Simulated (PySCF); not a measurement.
This PySCF input (PBE0/d-aug-cc-pVTZ) gives -238.83926 Eh with 250 basis functions.

```python
import numpy as np, basis_set_exchange as bse
from pyscf import gto, scf, dft, df

basis = {'C': gto.basis.parse(bse.get_basis('d-aug-cc-pVTZ', elements=['C'], fmt='nwchem')), 'F': gto.basis.parse(bse.get_basis('d-aug-cc-pVTZ', elements=['F'], fmt='nwchem')), 'H': gto.basis.parse(bse.get_basis('d-aug-cc-pVTZ', elements=['H'], fmt='nwchem'))}…
mol = gto.M(
    atom='''
    C     0.00439699    0.00529408    0.50425813
    F    -0.01696785    1.10243765   -0.30214647
    F     0.01189880   -1.10854091   -0.27918568
    H    -0.90251824   -0.00024261    1.11129806
    H     0.92175780    0.02340746    1.09514257
    ''',
    basis=basis,
    charge=0,
    verbose=4,
    max_memory=8640,
)
mf = dft.RKS(mol, xc='pbe0')
mf.grids.level = 3
mf = mf.density_fit(auxbasis=df.autoaux(mol))
mf.conv_tol = 1e-9
mf.max_cycle = 100
scf.hf.overlap_zero_eigenvalue_threshold = 1e-3
print('smallest overlap eigenvalue', np.linalg.eigvalsh(mol.intor('int1e_ovlp'))[0])
mf.kernel()
dip = mf.dip_moment()
```

Change:
```diff
- basis = {'C': gto.basis.parse(bse.get_basis('d-aug-cc-pVTZ', elements=['C'], fmt='nwchem')), 'F': gto.basis.parse(bse.get_basis('d-aug-cc-pVTZ', elements=['F'], fmt='nwchem')), 'H': gto.basis.parse(bse.get_basis('d-aug-cc-pVTZ', elements=['H'], fmt='nwchem'))}
+ basis = {'C': gto.basis.parse(bse.get_basis('aug-pcseg-2', elements=['C'], fmt='nwchem')), 'F': gto.basis.parse(bse.get_basis('aug-pcseg-2', elements=['F'], fmt='nwchem')), 'H': gto.basis.parse(bse.get_basis('aug-pcseg-2', elements=['H'], fmt='nwchem'))}
```

Problem. What does the run give now?

Solution. -238.85246 Eh (PBE0/aug-pcseg-2, 184 functions), a change of -13.20 mEh.
